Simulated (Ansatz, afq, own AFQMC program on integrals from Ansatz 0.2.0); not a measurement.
## Where AFQMC and coupled cluster stand for CHB, triplet

```xyz
3

B     0.0000    0.0000    0.0018
C     0.0000    0.0000   -1.1822
H     0.0000    0.0000    1.1805
```

Connectivity, by distances: BH–C.

Basis 6-31G. Noble-gas cores (and the filled d shells of Ga–Kr and In–Xe) are frozen. AFQMC by an in-house program on the Cholesky factors that Ansatz 0.2.0 writes for its CCSD(T) run. The CISD trial takes its coefficients from CCSD amplitudes. Released means that phaseless walkers are propagated on without the constraint, phases kept. Free projection: walkers drawn from exp(T), propagated without any constraint. Its projection time is finite, and what remains of the start isn't in its error. Error bars are statistical, one sigma.

Determinant: UHF, the one that the program's search chose, which needn't be the lowest solution. The geometry is a point of a scan.

Full CI on the same integrals is exact in this basis and with this determinant's frozen core.

Cautions: lower spins were not checked; unrestricted determinant slightly spin contaminated (⟨S²⟩ 2.08 against 2.00).

```
T1 diagnostic                               : 0.0275
weight of the determinant in the CISD state : 0.918
⟨S²⟩ of the determinant                     : 2.075
size of the correlated space                : 8 electrons in 18 orbitals
```

Reference: full CI, correlation energy -3.097 eV. The released energy is read at 2.40 1/Eh (meV from the phaseless value at times in 1/Eh: -1.3 ± 2.4 at 0.24, -4.7 ± 2.2 at 0.51, -4.8 ± 1.4 at 0.99, -6.5 ± 1.3 at 1.62, -6.6 ± 1.3 at 2.40).

```json
{"level": "HF", "E − E(reference) (kJ/mol)": "298.8", "share of correlation (%)": "0.00"}
{"level": "MP2", "E − E(reference) (kJ/mol)": "70.2", "share of correlation (%)": "76.50"}
{"level": "CCSD", "E − E(reference) (kJ/mol)": "8.7", "share of correlation (%)": "97.09"}
{"level": "CCSD(T)", "E − E(reference) (kJ/mol)": "2.2", "share of correlation (%)": "99.26"}
{"level": "CCSDT", "E − E(reference) (kJ/mol)": "0.5", "share of correlation (%)": "99.82"}
{"level": "CCSDT(Q)", "E − E(reference) (kJ/mol)": "0.1", "share of correlation (%)": "99.97"}
{"level": "CCSDTQ", "E − E(reference) (kJ/mol)": "0.0", "share of correlation (%)": "99.99"}
{"level": "ph-AFQMC/HF", "E − E(reference) (kJ/mol)": "0.1 ± 1.5", "share of correlation (%)": "99.98"}
{"level": "ph-AFQMC/CISD", "E − E(reference) (kJ/mol)": "0.7 ± 0.3", "share of correlation (%)": "99.76"}
{"level": "released AFQMC", "E − E(reference) (kJ/mol)": "0.1 ± 0.1", "share of correlation (%)": "99.97"}
{"level": "free AFQMC", "E − E(reference) (kJ/mol)": "-0.2 ± 0.2", "share of correlation (%)": "100.06"}
```

CCSDT and higher add their correlation energy to the determinant of the CCSD(T) run, since their own runs factorise the integrals more tightly (a shift of under 2 meV). Free projections are given only where their last times agree within the noise and don't stop above the reference; a slow remainder of the start can still hide under it. A walk keeps the symmetry of its determinant, which the program's search chose and which needn't be the lowest solution, so a lower state of the same spin and another symmetry isn't excluded. Released energies are given only where the last usable release times agree within the noise; a slower fall can still hide under it.
